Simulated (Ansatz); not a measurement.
```yaml
crystal:
  periodic: [false, false, false]
  atoms:
    - {symbol: Ge, position_ang: [-0.628200, -0.004527, 0.001315]}
    - {symbol: S, position_ang: [1.531365, 0.011035, -0.003206]}
    - {symbol: H, position_ang: [-1.157956, 1.399604, 0.003778]}
    - {symbol: H, position_ang: [-1.140182, -0.713381, 1.221000]}
    - {symbol: H, position_ang: [-1.145304, -0.711036, -1.217569]}
basis:
  gaussian: {orbitals: def2-TZVP}
magnetization: {spin_polarized: true, initial_magnetization: 1}
hamiltonian: {xc: pbe0}
relax: {f_tol: 0.004, max_steps: 80}
```

```sh
$ ansatz run in.yaml --threads 1 --pin off --events-out ev --progress --plain --max-ram 2176MiB
```

Steps of the relaxation (energy above the last step; positions in Å, forces in eV/Å):

```
5
step 1, 71.5 meV
Ge   -0.628   -0.005    0.001   -0.323   -0.201    0.000
S     1.531    0.011   -0.003    0.797    0.125   -0.002
H    -1.158    1.400    0.004   -0.061    0.710    0.001
H    -1.140   -0.713    1.221   -0.206   -0.318    0.599
H    -1.145   -0.711   -1.218   -0.208   -0.316   -0.599
```

```
5
step 2, 1.0 meV
Ge   -0.657   -0.032    0.001   -0.013   -0.001    0.000
S     1.544    0.058   -0.003    0.118    0.010    0.000
H    -1.099    1.437    0.004   -0.025    0.060    0.000
H    -1.162   -0.742    1.261   -0.040   -0.035    0.057
H    -1.167   -0.740   -1.258   -0.040   -0.035   -0.057
```

```
5
step 3, 0.1 meV
Ge   -0.653   -0.033    0.001   -0.010    0.009    0.000
S     1.556    0.062   -0.003   -0.017   -0.004    0.000
H    -1.100    1.438    0.004    0.006    0.004    0.000
H    -1.169   -0.744    1.261    0.010   -0.004    0.009
H    -1.174   -0.742   -1.258    0.010   -0.004   -0.009
```

```
5
step 4, 0.0 meV
Ge   -0.655   -0.032    0.001   -0.002    0.003    0.000
S     1.553    0.061   -0.003    0.002   -0.001    0.000
H    -1.100    1.440    0.004    0.000   -0.004    0.000
H    -1.166   -0.745    1.263    0.000    0.001   -0.003
H    -1.172   -0.742   -1.260    0.000    0.001    0.003
```

Close pairs at the end: Ge1–H5 1.536 Å, Ge1–H4 1.536 Å, Ge1–H3 1.538 Å, Ge1–S2 2.210 Å.

A stationary point of unrestricted PBE0 after 4 steps, with ⟨S²⟩ = 0.755 against 0.75 for a pure state; no frequencies were run, so it isn't proven a minimum. 55 s on 1 thread of Intel Xeon Platinum 8488C, shared host.
